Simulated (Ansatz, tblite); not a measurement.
# The cluster Mg₂Te: removing and adding an electron

One table from this session's results is given with a row withheld; the runs are named, their logs left out.

Method: as each input shows; program: Ansatz 0.2.0, Gaussian basis.

Plan: charge +1 doublet, at the geometry of the singlet (PBE0-D4/def2-TZVP, PBE-D4/def2-TZVP, r2SCAN-D4/def2-TZVP, CCSD(T)/def2-TZVPP); charge +1 doublet, relaxed (PBE0-D4/def2-TZVP, PBE-D4/def2-TZVP); charge -1 doublet, at the geometry of the singlet (PBE0-D4/def2-TZVPD, PBE-D4/def2-TZVPD, r2SCAN-D4/def2-TZVPD, CCSD(T)/def2-TZVPD); the starting singlet's energies come from earlier runs.

5 further runs of the same task are left out: 5 set aside as unsound or not needed. Runs told in other sessions of the task aren't counted.

### The relaxed structure

The singlet was relaxed beforehand with B3LYP-D4/def2-TZVP. At that level it is the lowest of the isomers that a small search found.

3 atoms, charge 0, spin multiplicity 1.

Atoms are counted from 1 here; the program's logs count them from 0.

Bond lengths: Mg1–Te3 2.677 Å, Mg2–Te3 2.677 Å. Angles: Mg1–Te3–Mg2 62.0°.

Te takes a core potential in the def2 sets. No spin-orbit coupling is included.

The first run:

File in.yaml:

```yaml
crystal:
  periodic: [false, false, false]
  atoms:
    - {symbol: Mg, position_ang: [0.866986, 1.231059, -0.469331]}
    - {symbol: Mg, position_ang: [-0.942739, -0.784873, -0.991335]}
    - {symbol: Te, position_ang: [0.075754, -0.446186, 1.460665]}
basis:
  gaussian: {orbitals: def2-TZVP}
total_charge: 1
magnetization: {spin_polarized: true, initial_magnetization: 1}
hamiltonian: {xc: pbe0, dispersion: d4}
output: {orbitals: {seedname: orbitals}}
```

Run with:

```sh
ansatz run in.yaml --threads 4 --pin off --events-out ev --progress --plain --max-ram 3916MiB
```

Among the steps run: Charge +1 doublet at the fixed geometry, PBE0-D4/def2-TZVP; Charge +1 doublet at the fixed geometry, PBE-D4/def2-TZVP; Charge +1 doublet at the fixed geometry, r2SCAN-D4/def2-TZVP; Charge +1 doublet at the fixed geometry, CCSD(T)/def2-TZVPP.

One of the session's tables, all rows but one given; the rest of the session is left out.

It belongs to the step «Vertical ionisation energy». 

```
             method  vertical ionisation energy (eV)
      HF/def2-TZVPP                             5.52
   PBE-D4/def2-TZVP                             6.45
r2SCAN-D4/def2-TZVP                                ?
  PBE0-D4/def2-TZVP                             6.41
     MP2/def2-TZVPP                             6.37
    CCSD/def2-TZVPP                             6.40
 CCSD(T)/def2-TZVPP                             6.51
```

Estimate the missing values for r2SCAN-D4/def2-TZVP.

As computed: vertical ionisation energy (eV): 6.34. In the column «vertical ionisation energy (eV)» it lies between HF/def2-TZVPP (5.52) and MP2/def2-TZVPP (6.37).

Limits of these values: The closed-shell reference under CCSD(T)/def2-TZVPP is unstable towards broken spin symmetry, which adds to the doubt on it. CCSD(T)/def2-TZVPD is no safe reference here (spin contamination). The anion's highest level is positive in at least one run, so there the basis alone may hold the extra electron.
